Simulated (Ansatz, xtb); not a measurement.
# C3H2F3: where a starting geometry ends

The starting geometry of this gas-phase doublet was built from a drawn formula by distance geometry and a force field; its bonds are those of `F[C][C@H](F)[CH]F`.

| atom | x (Å) | y (Å) | z (Å) |
| --- | --- | --- | --- |
| C | 0.2718 | 1.4494 | 0.7353 |
| C | -0.9700 | 0.7397 | 1.2337 |
| C | -1.2499 | -0.3696 | 0.3175 |
| F | 1.4186 | 2.0590 | 0.3567 |
| F | -0.7538 | 0.3101 | 2.4608 |
| F | -2.1353 | -0.2238 | -0.7354 |
| H | -1.8541 | 1.4819 | 1.2284 |
| H | -0.9984 | -1.3766 | 0.4668 |

Where would you expect an optimisation with r2SCAN-D4/def2-SVP to take it?

It rearranges to `F[C]1[C@H](F)[C@H]1F`. Contacts that close: C1–C3 (2.41 → 1.47 Å).

The energy falls by 3.52 eV over 15 steps:

```tsv
step	E − E(last) (eV)
1	3.516
3	2.832
4	2.205
6	0.384
7	0.135
9	0.016
10	0.004
12	0.000
13	0.000
15	0.000
```

Final geometry (Å):

```yaml
atoms:
  - { symbol: C, position_ang: [-0.1651, 1.1946, 0.3344] }
  - { symbol: C, position_ang: [-1.1227, 0.8903, 1.4003] }
  - { symbol: C, position_ang: [-0.9599, -0.0279, 0.1787] }
  - { symbol: F, position_ang: [1.1553, 1.2314, 0.4456] }
  - { symbol: F, position_ang: [-0.7024, 0.4210, 2.6028] }
  - { symbol: F, position_ang: [-1.9676, -0.1218, -0.7253] }
  - { symbol: H, position_ang: [-2.0567, 1.4689, 1.4595] }
  - { symbol: H, position_ang: [-0.4519, -0.9866, 0.3678] }
```

From the same start GFN2-xTB reaches the same bonding as this run.

No frequencies were run, so the end isn't proven a minimum. Open shells are spin-unrestricted. Run with Ansatz 0.2.0, 98 s on 2 threads of Arm Neoverse V1, with other jobs on the host.
